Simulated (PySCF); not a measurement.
Gas-phase reaction: 2 SiO2 + 2 SiH → H2SiO + 3 SiO

Energies from PySCF, thermal terms from the rigid-rotor harmonic-oscillator model, ideal gas at 1 bar. † marks an energy on the PBE0/def2-TZVP geometry and frequencies; other levels use their own. CCSD(T) freezes the core. 6-31G* has spherical d functions here. Open shells (unrestricted): SiH (multiplicity 2, electronic degeneracy 4); the rest are closed-shell singlets. Spin-orbit splitting is ignored; it lowers the true energy and changes the entropy of SiH. H2SiO: computed as isolated molecules; such fragments, hydroxides, amides, oligomers or adducts are transient or little studied in the gas. CCSD(T) isn't extrapolated to the basis-set limit; its ΔH°(298 K) is -576.4 kJ in def2-SVP and -561.2 kJ in def2-TZVPP. The harmonic model lacks anharmonicity and excited electronic states, which grow with temperature; levels with a mode under 35 cm⁻¹ are left out. Warning, large T1 diagnostic: H2SiO, SiH, SiO, SiO2 (CCSD(T)/def2-SVP†, CCSD(T)/def2-TZVPP†).

| level | ΔE electronic, kJ | ΔH°(298 K), kJ | ΔS°(298 K), J/K | ΔG°(1600 K), kJ |
|---|---|---|---|---|
| CCSD(T)/def2-SVP† | -584 | -576 | 10 | -577 |
| CCSD(T)/def2-TZVPP† | -569 | -561 | 10 | -561 |
| HF/6-31G* | -509 | -499 | 12 | -501 |
| M06-2X/def2-TZVP† | -578 | -571 | 10 | -571 |
| PBE/def2-TZVP† | -541 | -533 | 10 | -533 |
| LDA/def2-TZVP† | -577 | -569 | 10 | -570 |
ΔH° is lowest at CCSD(T)/def2-SVP† and highest at HF/6-31G*. No reference value is set beside these.
